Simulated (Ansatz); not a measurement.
A made-up structure of SiH5SO (charge +1), closed shell:

| atom | x (Å) | y (Å) | z (Å) |
| --- | --- | --- | --- |
| O1 | -0.9758 | 0.7514 | -1.3536 |
| S2 | 0.6303 | -0.0237 | -1.1819 |
| Si3 | 0.7407 | -0.5504 | 0.9391 |
| H4 | -1.7547 | 0.1764 | -1.2574 |
| H5 | -1.0924 | 1.6210 | -0.9332 |
| H6 | 0.6853 | 0.6853 | 1.7467 |
| H7 | 1.7929 | -0.3657 | -1.7990 |
| H8 | -0.3280 | -1.5214 | 1.2511 |

It is relaxed with PBE-D4/def2-SVP and then PBE0-D4/def2-TZVP (Ansatz 0.2.0). Atoms count as bonded within 1.22 times the sum of their covalent radii (H–H: 0.88 Å). The end point is not checked to be a true minimum.

**Question.** Does its bonding change? (Judge from chemistry; the calculation decides.)

**Answer.** By the calculation: Yes. Formed: O1–Si3; broken: O1–S2.

Where it ends: The first stage lowers the energy by 4.86 eV in 21 steps. It ends as SiH₅SO ([OH2][SiH2][SH]), total charge +1:
```tsv
atom	x (Å)	y (Å)	z (Å)
O1	-1.1743	0.6946	-0.5509
S2	1.4152	-1.1056	-1.1716
Si3	0.1628	-0.2994	0.2670
H4	-1.7046	0.3478	-1.2852
H5	-1.1769	1.6638	-0.5520
H6	0.6776	0.7987	1.0985
H7	2.1721	0.0042	-1.2849
H8	-0.6737	-1.3313	0.8910
```

Labels in which every atom is bracketed show which atoms are joined, not bond orders.

For scale, one of the runs: PBE0-D4/def2-TZVP relaxation, 135 basis functions, launched by `ansatz run in.yaml --threads 2 --pin off --events-out ev --progress --plain --max-ram 4352MiB`. Hardware: 2 CPU threads of an Intel Xeon Platinum 8375C, shared host. Wall time about 90 s.
